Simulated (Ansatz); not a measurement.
Saddle point of CH$_{7}$ClSi, closed shell (CH₅ClSi ([CH3][SiH2][Cl]) + H₂ → SiH₃Cl ([SiH3][Cl]) + CH₄; bonds formed: Si1–H7, C2–H6; bonds broken: Si1–C2, H6–H7), PBE0-D4/def2-TZVP structure:

| atom | x (Å) | y (Å) | z (Å) |
| --- | --- | --- | --- |
| Si1 | -0.4705 | 0.7327 | -0.2670 |
| C2 | 0.7656 | -0.7174 | 0.6519 |
| H3 | -1.2705 | 0.8055 | 0.9698 |
| H4 | 0.7314 | 1.5102 | -0.6195 |
| Cl5 | -1.8494 | 1.7514 | -1.5440 |
| H6 | -0.1643 | -0.8093 | -0.5791 |
| H7 | -0.7965 | -0.5762 | -1.2838 |
| H8 | 1.1523 | -0.0525 | 1.4296 |
| H9 | 1.6265 | -1.0878 | 0.0862 |
| H10 | 0.2751 | -1.5566 | 1.1560 |

Energies are electronic, without zero-point energy. Barriers and step energies count from the start structure reached by relaxing down the imaginary mode; all methods use the PBE0-D4 structures, on which another method's saddle can fall below an end. Program: Ansatz 0.2.0. Basis: def2-TZVPP, with def2-QZVPP for the basis limit. Cores are frozen in the correlated methods. B3LYP uses VWN-RPA correlation. Extrapolation: Hartree–Fock as exp(−7.88 √X), correlation as X^−2.97.

```json
{"method": "SPW92", "barrier (eV)": "2.272", "step energy (eV)": "-0.165"}
{"method": "PBE-D4", "barrier (eV)": "2.631", "step energy (eV)": "-0.176"}
{"method": "BLYP-D4", "barrier (eV)": "?", "step energy (eV)": "-0.210"}
{"method": "r2SCAN-D4", "barrier (eV)": "?", "step energy (eV)": "-0.185"}
{"method": "B97M-V", "barrier (eV)": "2.892", "step energy (eV)": "-0.235"}
{"method": "PBE0-D4", "barrier (eV)": "?", "step energy (eV)": "-0.201"}
{"method": "B3LYP-D4", "barrier (eV)": "2.995", "step energy (eV)": "-0.236"}
{"method": "r2SCAN0-D4", "barrier (eV)": "2.904", "step energy (eV)": "-0.206"}
{"method": "BHLYP-D4", "barrier (eV)": "3.199", "step energy (eV)": "-0.275"}
{"method": "CAM-B3LYP-D4", "barrier (eV)": "3.053", "step energy (eV)": "-0.254"}
{"method": "wB97X-V", "barrier (eV)": "3.050", "step energy (eV)": "-0.222"}
{"method": "wB97M-V", "barrier (eV)": "3.009", "step energy (eV)": "-0.196"}
{"method": "B2PLYP", "barrier (eV)": "3.063", "step energy (eV)": "-0.251"}
{"method": "PBE-QIDH", "barrier (eV)": "2.972", "step energy (eV)": "-0.209"}
{"method": "RPA on PBE", "barrier (eV)": "3.087", "step energy (eV)": "-0.259"}
{"method": "HF", "barrier (eV)": "3.730", "step energy (eV)": "-0.406"}
{"method": "MP2", "barrier (eV)": "3.072", "step energy (eV)": "-0.176"}
{"method": "CCSD", "barrier (eV)": "3.178", "step energy (eV)": "-0.268"}
{"method": "CCSD(T)", "barrier (eV)": "3.086", "step energy (eV)": "-0.233"}
```

**Question.** Fill in the withheld barriers. (An estimate is asked for; the value comes from the calculation.)

**Answer.** By the calculation: r2SCAN-D4 2.793; PBE0-D4 2.801; BLYP-D4 2.885 eV. Each is the energy of the saddle less that of the start structure, by the same method.

For comparison, the barrier by CCSD(T) at an estimated basis limit (MP2 extrapolated from triple and quadruple zeta, plus CCSD(T) − MP2 in triple zeta) is 3.048 eV.

No T1 diagnostic of these runs exceeds 0.010.

Labels in which every atom is bracketed show which atoms are joined, not bond orders.

For scale, one of the runs: CCSD(T)/def2-TZVPP, 213 basis functions, launched by `ansatz run in.yaml --threads 4 --pin off --events-out ev --progress --plain --max-ram 9574MiB`. Hardware: 4 CPU threads of an Intel Xeon, shared host. Wall time 58 s; peak host memory 2.9 GiB.
